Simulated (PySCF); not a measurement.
Species: phosphanylidenephosphane, P2H2.
Z-matrix (Å and degrees, PBE0-D3(BJ)/def2-SVP geometry), rows numbered from 1:
```
P 
P   1  2.0350
H   1  1.4339  2   99.58
H   2  1.4335  1   99.58  3    -0.13
```

Level: wB97X-D/def2-SVPD in PySCF, non-relativistic, on one gas-phase PBE0-D3(BJ)/def2-SVP geometry that isn't relaxed in the solvent. The solvent is an IEF-PCM continuum (cavity from Bondi-type radii × 1.2), and excitations are vertical TDDFT with non-equilibrium linear response and a frozen core. Specific hydrogen bonds and non-electrostatic terms are outside this model.

Gas-phase singlets (H = HOMO, L = LUMO):

```csv
state,E (eV),λ (nm),f,leading configurations
S1,3.735,332,0.000,H-2→L 99%
S2,3.828,324,0.008,H-1→L 99%
S3,4.624,268,0.137,H→L 93%
S4,6.118,203,0.004,H→L+1 99%
S5,6.843,181,0.029,H-2→L+1 96%
```

Question: How does the list change in acetonitrile (ε = 35.69)?

Answer: 
```tsv
state	E (eV)	λ (nm)	f	leading configurations	change by rank (eV)
S1	3.731	332	0.000	H-2→L 99%	-0.004
S2	3.793	327	0.011	H-1→L 99%	-0.035
S3	4.482	277	0.193	H→L 95%	-0.142
S4	6.188	200	0.005	H→L+1 98%	+0.070
S5	6.819	182	0.000	H-3→L 96%	-0.024
```

Question: How do the frontier levels move from gas to acetonitrile?

Answer: 
| orbital | gas (eV) | solvent (eV) | change (eV) | Löwdin shares, gas | Löwdin shares, solvent |
| --- | --- | --- | --- | --- | --- |
| LUMO+2 | 2.42 | 2.56 | +0.14 | P2 40 %, P1 40 %, H4 10 %, H3 10 % | P2 41 %, P1 41 %, H4 9 %, H3 9 % |
| LUMO+1 | 1.54 | 1.77 | +0.23 | P1 33 %, P2 33 %, H3 17 %, H4 17 % | P1 34 %, P2 34 %, H3 16 %, H4 16 % |
| LUMO | -1.24 | -1.09 | +0.15 | P1 45 %, P2 45 %, H4 5 %, H3 5 % | P1 46 %, P2 46 %, H4 4 %, H3 4 % |
| HOMO | -9.57 | -9.43 | +0.14 | P1 46 %, P2 46 %, H4 4 %, H3 4 % | P2 46 %, P1 46 %, H4 4 %, H3 4 % |
| HOMO-1 | -9.96 | -9.81 | +0.15 | P2 37 %, P1 37 %, H3 13 %, H4 13 % | P2 37 %, P1 37 %, H3 13 %, H4 13 % |
| HOMO-2 | -10.03 | -9.91 | +0.12 | P1 47 %, P2 46 % | P1 47 %, P2 46 % |
| HOMO-3 | -13.46 | -13.23 | +0.23 | P2 34 %, P1 34 %, H3 16 %, H4 16 % | P2 34 %, P1 34 %, H3 16 %, H4 16 % |

The HOMO–LUMO gap goes from 8.33 to 8.33 eV.

Hardware: an Arm Neoverse N1 with one thread (shared host). Cost: 2.5 s, 0.43 GiB resident at most. This is the whole response run at wB97X-D/def2-SVPD in acetonitrile, SCF included.
